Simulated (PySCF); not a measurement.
# Spin states of SO

Unrestricted PBE0; basis S def2-TZVP, O def2-TZVP; no relativity; PySCF 2.14. Outer shells of the fragments: S 3s2 3p4; O 2s2 2p4.

Followed along the bond (rough minima from three points):

```csv
2Ms+1,unpaired,⟨S²⟩ at the start,R at minimum (Å),Te (eV)
3,π ↑↑,2.01,1.48,0.00
1,π ↑↓,1.01,1.48,0.31
1,none,0.00,1.49,1.35
5,"σ ↑, π ↑↑↑",6.01,none in the scan,≤ 6.06
```

Solutions found at the starting distance of 1.585 Å, counted from the lowest of them; the search is not exhaustive and high or unbound solutions are not listed, so other states can lie among these:

```json
{"2Ms+1": "3", "unpaired": "π ↑↑", "term": "³Σ⁻", "E (eV)": "0.00", "⟨S²⟩": "2.01", "⟨Lz²⟩": "0.00", "μ (D)": "-1.75"}
{"2Ms+1": "1", "unpaired": "π ↑↓", "term": "mixed", "E (eV)": "0.31", "⟨S²⟩": "1.01", "⟨Lz²⟩": "2.02", "μ (D)": "-1.78"}
{"2Ms+1": "1", "unpaired": "none", "term": "mixed", "E (eV)": "1.34", "⟨S²⟩": "0.00", "⟨Lz²⟩": "2.01", "μ (D)": "-1.72"}
{"2Ms+1": "3", "unpaired": "π ↑↑", "term": "mixed", "E (eV)": "3.82", "⟨S²⟩": "2.01", "⟨Lz²⟩": "2.02", "μ (D)": "-0.38"}
{"2Ms+1": "3", "unpaired": "σ ↑, π ↑", "term": "³Π", "E (eV)": "4.90", "⟨S²⟩": "2.07", "⟨Lz²⟩": "1.01", "μ (D)": "-0.83"}
{"2Ms+1": "1", "unpaired": "σ ↓, π ↑", "term": "mixed", "E (eV)": "5.21", "⟨S²⟩": "1.08", "⟨Lz²⟩": "1.04", "μ (D)": "-0.69"}
{"2Ms+1": "3", "unpaired": "σ ↑, π ↑", "term": "³Π", "E (eV)": "5.22", "⟨S²⟩": "2.01", "⟨Lz²⟩": "1.01", "μ (D)": "-0.90"}
{"2Ms+1": "1", "unpaired": "σ ↓, π ↑", "term": "mixed", "E (eV)": "5.60", "⟨S²⟩": "1.01", "⟨Lz²⟩": "1.01", "μ (D)": "-0.88"}
{"2Ms+1": "5", "unpaired": "σ ↑, π ↑↑↑", "term": "⁵Π", "E (eV)": "6.78", "⟨S²⟩": "6.01", "⟨Lz²⟩": "1.01", "μ (D)": "0.31"}
{"2Ms+1": "3", "unpaired": "σ ↑, π ↑↑↓", "term": "mixed", "E (eV)": "7.60", "⟨S²⟩": "3.02", "⟨Lz²⟩": "3.05", "μ (D)": "0.31"}
{"2Ms+1": "5", "unpaired": "σ ↑↑, π ↑↑", "term": "⁵Σ⁻", "E (eV)": "7.77", "⟨S²⟩": "6.01", "⟨Lz²⟩": "0.00", "μ (D)": "-0.43"}
{"2Ms+1": "1", "unpaired": "σ ↓↓, π ↑↑", "term": "mixed", "E (eV)": "9.33", "⟨S²⟩": "2.01", "⟨Lz²⟩": "0.00", "μ (D)": "-0.12"}
```

A term symbol is given only where ⟨S²⟩ and ⟨Lz²⟩ are close to those of a pure state; real π, δ and φ orbitals otherwise mix terms. A positive dipole means S(−)O(+).

The measured ground state is X ³Σ- (Huber and Herzberg, Constants of Diatomic Molecules (1979)).

Counting both spins, an empty level lies below a filled one in some of these solutions, because spin and occupation are held.
